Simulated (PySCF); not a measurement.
Disulfane, `SS`. Computed geometry: GFN2-xTB, gas phase.

```
atom  x, y, z in Å
S1     0.8876    0.4151    0.5312
S2    -0.8868    0.4739   -0.4835
H3     1.5461   -0.4177   -0.2864
H4    -1.5366   -0.4665    0.2160
```

Problem. Which two atoms are farthest apart?

Solution. H3···H4, 3.12 Å; the next longest distance is 2.60 Å.

Problem. Work out the bond lengths S1–S2, S1–H3, S2–H4 in Å.

Solution. For S1–S2 the difference vector is (-1.7744, 0.0588, -1.0147) Å, of length 2.0449 Å. S1–S2 2.045; S1–H3 1.340; S2–H4 1.340 Å.

Problem. Where is the centre of mass (commonest isotopes), and what is the radius of gyration?

Solution. Mass 65.960 u; centre at (0.001, 0.417, 0.022) Å; Rg = √(Σ m r²/M) = 1.054 Å. As Ia + Ib + Ic = 2 Σ m r², the three principal moments sum to 146.6 u·Å².

Problem. What is the repulsion energy of the bare nuclei, Σ ZA·ZB/RAB?

Solution. 85.57 Eh over 6 pairs, with full nuclear charges and distances in bohr; the largest single term is 66.25 Eh (S1 with S2).

Problem. Give the dihedral angles H3–S1–S2–H4.

Solution. H3–S1–S2–H4 96° (anticlinal). Dihedral signs follow IUPAC: positive where, seen along the central bond, the front bond turns clockwise onto the rear one.

Problem. What are the angles S2–S1–H3, S1–S2–H4?

Solution. From the scalar product of the two bond vectors; for S2–S1–H3 it is -0.3878 Å² over 2.0449 × 1.3400 Å², cos θ = -0.1415. S2–S1–H3 98.1°; S1–S2–H4 98.1°.

Not checked by GFN2-xTB frequencies. One conformer, not necessarily the lowest.
